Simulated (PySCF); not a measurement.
C5H5F.
Geometry (PBE0-D3(BJ)/def2-SVP, Å), atoms numbered from 1 in this order:
```xyz
11
C5H5F angstrom
C      2.0783    0.5283   -0.0224
C      0.7639    0.5907    0.1920
C     -0.5863    0.0046    0.0823
C     -1.3710   -1.1422   -0.3947
C     -0.4357    1.1795    0.6563
F     -1.0098    2.1902    1.2443
H      2.7319    1.3409    0.2984
H      2.5231   -0.3345   -0.5204
H     -1.2357   -1.2675   -1.4807
H     -2.4411   -1.0186   -0.1811
H     -1.0159   -2.0692    0.0828
```

Method used: TDDFT B3LYP/def2-SVPD, vertical, gas phase, core orbitals frozen in the response in PySCF 2.14.0, density-fitted response routines.

Ground-to-excited transition dipoles (e·a0, same axes as the geometry; the sign carries no meaning), for the states with f of 0.002 or more among the lowest 10:

```json
{"state": "S1", "E (eV)": "4.797", "μx": "-0.017", "μy": "0.071", "μz": "-0.129"}
{"state": "S2", "E (eV)": "4.856", "μx": "-0.483", "μy": "-0.443", "μz": "-0.161"}
{"state": "S4", "E (eV)": "6.254", "μx": "0.053", "μy": "-0.208", "μz": "0.410"}
{"state": "S5", "E (eV)": "6.954", "μx": "1.623", "μy": "0.200", "μz": "-0.124"}
{"state": "S7", "E (eV)": "7.131", "μx": "0.001", "μy": "-0.053", "μz": "0.102"}
{"state": "S10", "E (eV)": "7.686", "μx": "0.162", "μy": "-0.188", "μz": "-0.122"}
```

Work out the oscillator strengths.

f = (2/3) ΔE |μ|² with ΔE in hartree (27.2114 eV).

| state | \|μ\|² (au) | \|μ\| (D) | f |
| --- | --- | --- | --- |
| S1 | 0.022 | 0.38 | 0.003 |
| S2 | 0.455 | 1.71 | 0.054 |
| S4 | 0.214 | 1.18 | 0.033 |
| S5 | 2.690 | 4.17 | 0.458 |
| S7 | 0.013 | 0.29 | 0.002 |
| S10 | 0.077 | 0.70 | 0.014 |

Label these states by symmetry in Cs.

The ground state is totally symmetric, so the direction of μ fixes the label. Polarised normal to the mirror plane, so A″: S1, S4 and S7. Polarised in the mirror plane, so A′: S2, S5 and S10.

Which bond between heavy atoms lies closest to the direction of the S5 transition dipole?

C1–C2, at 11° from it; next C2–C3 at 19°.

What angle do the transition dipoles of S2 and S5 make?

|cos θ| = |μa·μb| / (|μa| |μb|) = 0.77, so θ ≈ 40° (taken between 0 and 90°, since the signs are arbitrary).

What peak molar absorption coefficient would the strongest computed level give as a lone Gaussian band 0.3 eV wide at half height?

ε(max) = 2.175×10⁸ f / FWHM, with the width in cm⁻¹. S5: 2.175×10⁸ × 0.4582 / 2420 ≈ 41000 L mol⁻¹ cm⁻¹.

All these states lie below the vertical ionisation energy of 8.08 eV (ΔSCF).

Time: 26 s. Hardware: an Arm Neoverse V1 with one thread, on a shared host.
